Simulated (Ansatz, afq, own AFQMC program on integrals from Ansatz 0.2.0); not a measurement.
**Where AFQMC and coupled cluster stand for CHAl, singlet**

| atom | x (Å) | y (Å) | z (Å) |
| --- | --- | --- | --- |
| Al | 0.0000 | 0.0000 | 0.1261 |
| C | 0.0000 | 0.0000 | -2.0629 |
| H | 0.0000 | 0.0000 | 1.9368 |

Connectivity, by distances: AlH–C.

Basis 6-31G. Noble-gas cores (and the filled d shells of Ga–Kr and In–Xe) are frozen. AFQMC by an in-house program on the Cholesky factors that Ansatz 0.2.0 writes for its CCSD(T) run. The CISD trial takes its coefficients from CCSD amplitudes. Released means that phaseless walkers are propagated on without the constraint, phases kept. Uncertainties: one standard error, sampling alone.

Determinant: RHF, the one that the program's search chose, which needn't be the lowest solution. The geometry is a point of a scan.

Full CI on the same integrals is exact in this basis and with this determinant's frozen core.

Cautions: higher spins were not checked; restricted determinant unstable towards unrestricted (UHF 1.21 eV lower, ⟨S²⟩ 1.28); strong correlation (T1 0.075, weight of the determinant 0.78, largest double 0.19); (T) is large, 6 % of the CCSD correlation; the CCSDTQ amplitudes may be one of several solutions (largest double 0.64); the released energies are still falling, so no released level is given (meV from the phaseless value at times in 1/Eh: -14 ± 4 at 0.24, -29 ± 4 at 0.51, -44 ± 4 at 0.99, -57 ± 4 at 1.62, -67 ± 9 at 2.40); the determinant fills πx and πy unequally, so it mixes two states of the linear molecule, and each level undoes that mixture to a different degree, while full CI gives the lower state, and by Hund's rule a triplet of that filling probably lies lower still; CCSDTQ on the UHF determinant differs (831 meV lower), perhaps since the unrestricted series falls towards higher spin.

The T1 diagnostic is 0.0753. The weight of the determinant in the CISD state is 0.775. The size of the correlated space is 8 electrons in 18 orbitals.

Reference: full CI, correlation energy -4.499 eV. The cautions show a poor starting determinant, so the rows tell how each method copes with it here, and full CI is the sure value.

```json
{"level": "HF", "E − E(reference) (meV)": "4499.4", "share of correlation (%)": "0.00"}
{"level": "MP2", "E − E(reference) (meV)": "1411.2", "share of correlation (%)": "68.64"}
{"level": "CCSD", "E − E(reference) (meV)": "400.2", "share of correlation (%)": "91.11"}
{"level": "CCSD(T)", "E − E(reference) (meV)": "144.2", "share of correlation (%)": "96.79"}
{"level": "CCSDT", "E − E(reference) (meV)": "102.1", "share of correlation (%)": "97.73"}
{"level": "CCSDT(Q)", "E − E(reference) (meV)": "33.0", "share of correlation (%)": "99.27"}
{"level": "CCSDTQ", "E − E(reference) (meV)": "9.1", "share of correlation (%)": "99.80"}
{"level": "ph-AFQMC/HF", "E − E(reference) (meV)": "158.8 ± 22.8", "share of correlation (%)": "96.47"}
{"level": "ph-AFQMC/CISD", "E − E(reference) (meV)": "163.4 ± 4.4", "share of correlation (%)": "96.37"}
```

CCSDT and higher add their correlation energy to the determinant of the CCSD(T) run, since their own runs factorise the integrals more tightly (a shift of under 2 meV).
